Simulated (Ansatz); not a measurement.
Energy needed to pull apart C2H6 (SMILES CC), closed shell, into free ground-state atoms, from the structure below (displaced at random from a GFN2-xTB minimum); no zero-point or spin–orbit terms; open-shell atoms are treated unrestricted, in their ground-state multiplicity.

C1  (-0.336, 0.119, -0.665)
C2  (0.314, -0.133, 0.691)
H3  (0.080, -0.511, -1.444)
H4  (-1.401, -0.018, -0.645)
H5  (-0.177, 1.169, -1.006)
H6  (-0.080, 0.535, 1.419)
H7  (1.411, 0.031, 0.619)
H8  (0.184, -1.175, 1.003)
(Å)

Program: Ansatz 0.2.0. Basis: def2-TZVPP. Cores are frozen in the correlated methods.

```tsv
method	atomization energy (kJ/mol)
PBE-D4	3004
BLYP-D4	2961
r2SCAN-D4	2977
PBE0-D4	?
LC-wPBE	2965
wB97M-V	2981
HF	2300
MP2	2922
CCSD	?
CCSD(T)	2922
```

(1) What does PBE0-D4 give? (Judge from chemistry; the value comes from the calculation.)

(2) What does CCSD give? (An estimate is asked for; the value comes from the calculation.)

No T1 diagnostic of these runs exceeds 0.008.

## Answers

(1) The calculation gives: 2981 kJ/mol, which is about 60 kJ/mol more than CCSD(T)/def2-TZVPP.

(2) Computed: 2897 kJ/mol, which is about 24 kJ/mol less than CCSD(T)/def2-TZVPP.

In triple zeta the MP2 and coupled-cluster atomization energies are still short of their basis limit by a few kcal/mol a bond, whereas those of the functionals are nearly converged, so these differences are not deviations from converged CCSD(T).

For scale, one of the runs: CCSD(T)/def2-TZVPP forces, 146 basis functions (an equivalent command: `ansatz run in.yaml --threads 4`). The run took 38 s on 4 CPU threads (shared host), with 1.7 GiB of host memory at its peak.
